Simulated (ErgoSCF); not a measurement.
# [AlH4]− (SMILES [AlH4-]) at UPBE0/6-311G(d)

What is the energy change on altering one bond length of [AlH4]− at UPBE0/6-311G*? 

Program for the calculation: ErgoSCF 3.8.

6 further runs of the same task are left out: 2 that didn't finish, 4 set aside as unsound or not needed.

### Step 1. Starting point

[AlH4]−: 5 atoms, total charge -1, spin state singlet. As SMILES, `[AlH4-]`. Geometry: a GFN2-xTB relaxation, a rough one for these elements and not checked as a minimum.

Bond lengths: Al1–H2 1.628 Å, Al1–H3 1.628 Å, Al1–H4 1.628 Å, Al1–H5 1.627 Å. Angles: H2–Al1–H3 109.4°, H2–Al1–H4 109.5°, H2–Al1–H5 109.4°, H3–Al1–H4 109.5°, H3–Al1–H5 109.4°, H4–Al1–H5 109.6°.

### Step 2. The energy at UPBE0/6-311G(d)

run.inp

```
# AlH4
set_nthreads("env")
molecule_inline
Al    -0.00003779     0.00011338    -0.00204090
H      2.72783856    -0.95293219     1.05146251
H     -2.23548931    -1.14233944     1.77469850
H     -0.38520177    -0.97723407    -2.89262268
H     -0.10709078     3.07241122     0.06850257
EOF
scf.starting_guess_disturbance = 0.05
scf.force_unrestricted = 1
scf.convergence_threshold = 1e-06
tmpdir = "."
basis = "6-311Gs"
scf.output_mulliken_pop = 1
charge = -1
scf.max_number_of_iterations = 100
run "PBE0"
```

Launch:

```sh
ergo run.inp
```

Output:

```text
[...]
INDF Weighted mixed functional:
[...]
INSC Energy   1 =       -141.31117869655
[...]
INDE PURIFICATION CONVERGED after 38 iterations
[...]
INDE PURIFICATION CONVERGED after 37 iterations
[...]
INDE PURIFICATION CONVERGED after 41 iterations
[...]
INDE E(LUMO) - E(HOMO) <=          0.30523500948 =          8.30586777840 eV
[...]
INSC Energy  14 =       -244.71903498483  ( diff     -0.000000000261593 )
[...]
RESC CONVERGED after  14 iterations.
RESC FINAL ENERGY:       -244.71903498483
RESC FINAL <S2> =          0.00000000005
[...]
INSC SCF: dipole_moment_x [atomic units] =      -0.00006031
INSC SCF: dipole_moment_y [atomic units] =       0.00028326
INSC SCF: dipole_moment_z [atomic units] =      -0.00225224
[...]
```

Run time: 4.2 s. Hardware: 1 thread of Arm Neoverse V2, shared host.

### Step 3. The distorted shape, same level

input.ego

```
set_nthreads("env")
molecule_inline
Al   0.00531769  -0.15356670  -0.00556902
H    2.73319404  -1.10661228   1.04793439
H   -2.23013383  -1.29601953   1.77117038
H   -0.37984629  -1.13091416  -2.89615079
H   -0.10709078   3.07241122   0.06850257
EOF
spin_polarization = 0
scf.max_number_of_iterations = 100
scf.output_mulliken_pop = 1
tmpdir = "."
scf.force_unrestricted = 1
scf.starting_guess_disturbance = 0.05
scf.convergence_threshold = 1e-06
basis = "6-311Gs"
charge = -1
run "PBE0"
```

Launch:

```sh
ergo < input.ego
```

Output:

```text
[...]
INDF Weighted mixed functional:
[...]
INSC Energy   1 =       -141.26984661809
[...]
INDE PURIFICATION CONVERGED after 37 iterations
[...]
INDE PURIFICATION CONVERGED after 37 iterations
[...]
INDE PURIFICATION CONVERGED after 41 iterations
[...]
INDE E(LUMO) - E(HOMO) <=          0.29873079216 =          8.12887900788 eV
[...]
INSC Energy  14 =       -244.71855081880  ( diff     -0.000000000348734 )
[...]
RESC CONVERGED after  14 iterations.
RESC FINAL ENERGY:       -244.71855081880
RESC FINAL <S2> =          0.00000000011
[...]
INSC SCF: dipole_moment_x [atomic units] =      -0.00164862
INSC SCF: dipole_moment_y [atomic units] =       0.04591877
INSC SCF: dipole_moment_z [atomic units] =      -0.00114888
[...]
```

Run time: 4.2 s. Hardware: 1 thread of Arm Neoverse V2, shared host.

### Step 4. What came out

Level: UPBE0/6-311G*.

| quantity | value |
| --- | --- |
| first shape: total energy | -244.71903 Eh |
| distorted shape: total energy | -244.71855 Eh |
| energy change with the Al1–H5 bond stretched from 1.627 to 1.709 Å | 0.013 eV |

**Reading.** With the Al1–H5 bond stretched from 1.627 to 1.709 Å the energy rises by 0.01 eV (0.3 kcal/mol). The first shape isn't relaxed at this level, so the change isn't measured from a minimum.
